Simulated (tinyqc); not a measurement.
Inside a calculation. Method: extended Hueckel theory, for N2+. The parameters take no account of the charge, which enters only through the electron count. One step of it, computed by the program tinyqc.

Question. Wolfsberg-Helmholz matrix. H_ij = K' S_ij (H_ii + H_jj)/2 for i != j (the diagonal keeps H_ii), with K' = K + D^2 + D^4 (1 - K), D = (H_ii - H_jj)/(H_ii + H_jj), K = 1.75.

overlap S:
```
            1N 2s    1N 2px    1N 2py     1N 2pz     2N 2s    2N 2px    2N 2py     2N 2pz
1N 2s    1.000000  0.000000  0.000000   0.000000  0.365289  0.000000  0.000000  -0.384105
1N 2px   0.000000  1.000000  0.000000   0.000000  0.000000  0.211084  0.000000   0.000000
1N 2py   0.000000  0.000000  1.000000   0.000000  0.000000  0.000000  0.211084   0.000000
1N 2pz   0.000000  0.000000  0.000000   1.000000  0.384105  0.000000  0.000000  -0.332110
2N 2s    0.365289  0.000000  0.000000   0.384105  1.000000  0.000000  0.000000   0.000000
2N 2px   0.000000  0.211084  0.000000   0.000000  0.000000  1.000000  0.000000   0.000000
2N 2py   0.000000  0.000000  0.211084   0.000000  0.000000  0.000000  1.000000   0.000000
2N 2pz  -0.384105  0.000000  0.000000  -0.332110  0.000000  0.000000  0.000000   1.000000
```

diagonal H_ii (eV): 1N 2s -26.000000, 1N 2px -13.400000, 1N 2py -13.400000, 1N 2pz -13.400000, 2N 2s -26.000000, 2N 2px -13.400000, 2N 2py -13.400000, 2N 2pz -13.400000

K = 1.750000

Give: H.

Answer.

H (eV):
```
          1N 2s   1N 2px   1N 2py   1N 2pz    2N 2s   2N 2px   2N 2py   2N 2pz
1N 2s   -26.000    0.000    0.000    0.000  -16.621    0.000    0.000   13.957
1N 2px    0.000  -13.400    0.000    0.000    0.000   -4.950    0.000    0.000
1N 2py    0.000    0.000  -13.400    0.000    0.000    0.000   -4.950    0.000
1N 2pz    0.000    0.000    0.000  -13.400  -13.957    0.000    0.000    7.788
2N 2s   -16.621    0.000    0.000  -13.957  -26.000    0.000    0.000    0.000
2N 2px    0.000   -4.950    0.000    0.000    0.000  -13.400    0.000    0.000
2N 2py    0.000    0.000   -4.950    0.000    0.000    0.000  -13.400    0.000
2N 2pz   13.957    0.000    0.000    7.788    0.000    0.000    0.000  -13.400
```
